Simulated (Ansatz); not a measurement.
# C₂H₅NO: small, medium and large basis sets

Aim: see how fast density functionals converge with the basis set for C₂H₅NO.

Computed with Ansatz 0.2.0, Gaussian basis. Level: one geometry, several basis sets.

Plan: PBE0-D4/def2-SVP; ωB97M-V/def2-SVP; PBE0-D4/def2-QZVPP; ωB97M-V/def2-QZVPP; the functionals' def2-TZVPP values are taken from earlier runs.

## Step 1: The geometry

An earlier PBE0-D4 in a triple-zeta def2 set relaxation fixed the geometry.

SMILES `C/N=C/O`, 9 atoms, charge 0, spin multiplicity 1.

Atoms are counted from 1 here; the program's logs count them from 0.

Bond lengths: C1–N2 1.439 Å, C1–H5 1.093 Å, C1–H6 1.099 Å, C1–H7 1.093 Å, N2–C3 1.254 Å, C3–O4 1.339 Å, C3–H8 1.094 Å, O4–H9 0.968 Å. Angles: N2–C1–H5 109.7°, N2–C1–H6 113.7°, N2–C1–H7 109.7°, H5–C1–H6 108.3°, H5–C1–H7 106.9°, H6–C1–H7 108.3°, C1–N2–C3 118.2°, N2–C3–O4 122.8°, N2–C3–H8 125.9°, O4–C3–H8 111.3°, C3–O4–H9 106.5°.

## Step 2: PBE0-D4 in def2-SVP

Input file in.yaml:

```yaml
crystal:
  periodic: [false, false, false]
  atoms:
    - {symbol: C, position_ang: [0.584992, 0.933428, -0.729909]}
    - {symbol: N, position_ang: [0.220629, 0.223256, 0.467440]}
    - {symbol: C, position_ang: [-0.502053, -0.794938, 0.356166]}
    - {symbol: O, position_ang: [-0.895209, -1.523652, 1.408723]}
    - {symbol: H, position_ang: [1.673996, 0.966809, -0.820767]}
    - {symbol: H, position_ang: [0.174588, 0.489639, -1.648043]}
    - {symbol: H, position_ang: [0.238920, 1.968372, -0.663417]}
    - {symbol: H, position_ang: [-0.892018, -1.206847, -0.579788]}
    - {symbol: H, position_ang: [-0.515242, -1.102265, 2.192494]}
basis:
  gaussian: {orbitals: def2-SVP}
hamiltonian: {xc: pbe0, dispersion: d4}
output: {orbitals: {seedname: orbitals}}
```

Run with:

```sh
ansatz run in.yaml --threads 2 --pin off --events-out ev --progress --plain --max-ram 4352MiB
```

The runs that follow: ωB97M-V in def2-SVP; PBE0-D4 in def2-QZVPP; ωB97M-V in def2-QZVPP.

Q: Predict the results of all the runs planned. Wanted: PBE0-D4: double and triple zeta above quadruple; ωB97M-V: double and triple zeta above quadruple.

**Answer**, as computed:

```
                                       quantity          value
PBE0-D4: double and triple zeta above quadruple  6.90, 0.32 eV
ωB97M-V: double and triple zeta above quadruple  7.15, 0.31 eV
```

In words: For PBE0-D4 the step from double to triple zeta gains 6.58 eV and the next only 0.32 eV. Total energies overstate the basis error of differences, where much of it tends to cancel. The LUMO of ωB97M-V is positive and keeps falling with the basis (3.25 to 2.15 eV): an unbound level that the basis holds in place.
